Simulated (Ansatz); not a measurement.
SiC, quintet: reading a ladder of total energies

Geometry: that of the SiC⁻, quartet, kept fixed.

```xyz
2

Si    0.0000    0.0000    0.0000
C     0.0000    0.0000    1.8177
```

Basis aug-cc-pVDZ; Ansatz 0.2.0. Only valence electrons are correlated (noble-gas cores frozen), which leaves 8 electrons in 44 orbitals. Prefix R: restricted or restricted open-shell reference; prefix U: unrestricted.

Full CI isn't at hand for all of this; UCCSDT(Q) serves as the reference, and is uncertain by the last step of the cluster series or more.

UCCSD has a T1 diagnostic of 0.050 and a largest doubles amplitude of 0.06.

Runs differ by some tens of microhartree through their thresholds and, for an open shell, their frozen cores, so steps under 0.03 kcal/mol mean nothing.

```
    level  total energy (hartree)
      UHF             -326.588850
     UMP2             -326.707743
    UCCSD             -326.744519
 UCCSD(T)             -326.750566
   UCCSDT             -326.752331
UCCSDT(Q)             -326.752744
```

What is the correlation energy at UCCSDT(Q), and what share of it do UMP2 and UCCSD(T) recover?

E(corr) = -326.752744 − (-326.588850) = -0.163894 hartree = -4.460 eV. UMP2: -0.118893 / -0.163894 = 72.54 %. UCCSD(T): -0.161716 / -0.163894 = 98.67 %.

By how many kcal/mol does UCCSD(T) miss UCCSDT(Q) (1 hartree = 627.509 kcal/mol), and which steps make up the rest?

-326.750566 − (-326.752744) = 0.002178 hartree = 1.37 kcal/mol. Steps: UCCSDT − UCCSD(T) = -1.11, UCCSDT(Q) − UCCSDT = -0.26 kcal/mol. Differences between like states or geometries often cancel part of this.
